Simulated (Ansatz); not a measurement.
## Ansatz (development build ahead of 0.2.0) run

```yaml
crystal:
  periodic: [false, false, false]
  atoms:
    - { symbol: C, position_ang: [-0.00148, -0.04486, -0.73936] }
    - { symbol: C, position_ang: [0.02995, -0.0285, 0.75877] }
    - { symbol: C, position_ang: [-0.01541, 1.11934, -1.43066] }
    - { symbol: C, position_ang: [0.03221, -1.08352, 1.50086] }
    - { symbol: H, position_ang: [-0.00166, -0.9441, -1.25725] }
    - { symbol: H, position_ang: [-0.04216, 0.98614, 1.19424] }
    - { symbol: H, position_ang: [-0.02699, 1.05955, -2.6108] }
    - { symbol: H, position_ang: [-0.00486, 2.15018, -0.99321] }
    - { symbol: H, position_ang: [-0.02778, -1.10137, 2.54537] }
    - { symbol: H, position_ang: [0.01755, -2.08778, 0.97927] }
basis:
  gaussian: { orbitals: def2-TZVP }
hamiltonian:
  xc: hf
correlation:
  method: mp2
  frozen_orbitals: { C: 1, H: 0 }
output:
  forces: true
```

The input is written out in the form of the current development build from the run's settings.

Results

```yaml
Converged: yes
Reference_energy: -154.96354 hartree
Correlation_energy: -0.63270 hartree
Total_energy: -155.59624 hartree
Spin_squared_of_the_determinant: 0.000
Stability_test: minimum among restricted orbitals
```

Forces (eV/Å):
| atom | Fx | Fy | Fz |
| --- | --- | --- | --- |
| C1 | 0.192 | 2.954 | 1.945 |
| C2 | -0.418 | 3.094 | -2.556 |
| C3 | 0.008 | -0.037 | -2.344 |
| C4 | -0.134 | -4.018 | -0.664 |
| H5 | -0.002 | -1.732 | -0.779 |
| H6 | 0.203 | -0.577 | -0.162 |
| H7 | -0.005 | 0.270 | 2.604 |
| H8 | -0.018 | -1.229 | -0.242 |
| H9 | 0.049 | 0.159 | 1.396 |
| H10 | 0.125 | 1.116 | 0.801 |
